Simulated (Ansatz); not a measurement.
C4H7N can be A, `CCCC#N`, or B, `CC1(C)C=N1`.

Program: Ansatz. Geometries: PBE0-D4/def2-TZVP. ΔE: electronic, gas phase. CCSD(T)/CBS is the MP2 limit (def2-TZVPP, def2-QZVPP) plus CCSD(T) − MP2 in def2-TZVPP, frozen cores. DFT in def2-TZVPP. B3LYP here is the variant with VWN-RPA as its local correlation; programs differ in this. One conformer a species, not always the lowest.

Q: Which isomer does CCSD(T)/CBS put lower? Give the gap. (An estimate is asked.)

A: Computed: A, by 171.4 kJ/mol.

Q: Give E(B) − E(A) in kJ/mol with MP2/def2-TZVPP, CCSD/def2-TZVPP, CCSD(T)/def2-TZVPP, HF/def2-TZVPP, r2SCAN-D4, B3LYP, B3LYP-D4. (Best estimate.)

A: Computed: MP2/def2-TZVPP 175.7, CCSD/def2-TZVPP 181.2, CCSD(T)/def2-TZVPP 175.8, HF/def2-TZVPP 207.1, r2SCAN-D4 159.6, B3LYP 176.5, B3LYP-D4 172.6. None reverses the order clearly.

Largest T1 diagnostic: 0.011.

In def2-TZVPP, CCSD(T) changes the Hartree–Fock value by −31.3 kJ/mol (the triples alone add −5.4 kJ/mol) and MP2 by −31.4 kJ/mol. From PBE to PBE0 (25 % exact exchange), in def2-TZVPP and without D4, E(B) − E(A) moves by +4.5 kJ/mol.
